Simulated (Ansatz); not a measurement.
**The cluster Sb3−: geometry, orbitals and charge**

What does the cluster Sb3− look like as a singlet, and where do its frontier electrons sit?

Program: Ansatz 0.2.0, Gaussian basis. Level of theory: RKS PBE0-D4/def2-TZVPD. These are calculated values, not measurements.

Plan: relaxation at r2SCAN-D4/def2-SVPD; a search for the lowest solution at PBE0-D4/def2-SVP; a single point at PBE0-D4/def2-TZVPD.

2 further runs of the same task are left out: 2 set aside as unsound or not needed. Runs told in other sessions of the task aren't counted.

## 1. Where the work starts

3 atoms, charge -1, spin multiplicity 1.

Atoms are counted from 1 here; the program's logs count them from 0.

Bond lengths: Sb1–Sb2 2.583 Å, Sb1–Sb3 2.849 Å, Sb2–Sb3 2.582 Å. Angles: Sb2–Sb1–Sb3 56.5°, Sb1–Sb2–Sb3 67.0°, Sb1–Sb3–Sb2 56.5°.

Sb takes a core potential in the def2 sets. No spin-orbit coupling is included. The ion is computed in the gas phase, without counter-ions or solvent.

The start is a GFN2-xTB geometry.

## 2. Relaxation at r2SCAN-D4/def2-SVPD

in.yaml reads:

```yaml
crystal:
  periodic: [false, false, false]
  atoms:
    - {symbol: Sb, position_ang: [1.221200, 0.109990, 1.020730]}
    - {symbol: Sb, position_ang: [-0.146710, -1.244550, -0.700880]}
    - {symbol: Sb, position_ang: [-1.074490, 1.134550, -0.319850]}
basis:
  gaussian: {orbitals: def2-SVPD}
total_charge: -1
hamiltonian: {xc: r2scan, dispersion: d4}
scf: {omitted_lower_state_checks: [starts]}
output: {orbitals: {seedname: orbitals}}
relax: {f_tol: 0.02, max_steps: 100}
```

Run with:

```
ansatz run in.yaml --threads 4 --pin off --events-out ev --progress --plain --max-ram 3916MiB
```

Further steps of the session: Searching for the lowest solution, PBE0-D4/def2-SVP; Single point, PBE0-D4/def2-TZVPD.

**Question.** What will the summary of the whole plan be? Wanted: point group; commonest bond; HOMO, LUMO at PBE0-D4/def2-TZVPD.

**Answer**, as computed:

```
                        quantity                            value
                     point group                              C2v
                  commonest bond  Sb–Sb, 3 of mean length 2.825 Å
HOMO, LUMO at PBE0-D4/def2-TZVPD                   -0.05, 1.29 eV
```

What this shows: The molecule keeps its bonding pattern by the stored test; the atoms moved 0.10 Å (rms). No usable vibrations, so a minimum isn't proven. The HOMO lies nearest to Sb1, Sb3 about 48 % each and the LUMO to Sb2 50 %; Sb1, Sb3 about 25 % each. Whether this spin is the lowest isn't tested here.

The anion's highest level is positive in at least one run, so there the basis alone may hold the extra electron.
